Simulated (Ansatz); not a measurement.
## Ansatz (development build ahead of 0.2.0) run

```yaml
crystal:
  periodic: [false, false, false]
  atoms:
    - { symbol: F, position_ang: [0.0, 0.0, 0.0] }
    - { symbol: H, position_ang: [1.74031, 0.0, 0.0] }
    - { symbol: H, position_ang: [-1.77005, 0.0, 0.0] }
basis:
  gaussian: { orbitals: "6-31G" }
magnetization:
  initial_magnetization: 1
hamiltonian:
  xc: hf
correlation:
  method: fci
  frozen_orbitals: { F: 1, H: 0 }
```

The input is written out in the form of the current development build from the run's settings.

Results

* Converged: yes
* Total energy: -100.49209 hartree
* State: lowest doublet root, of any spatial symmetry
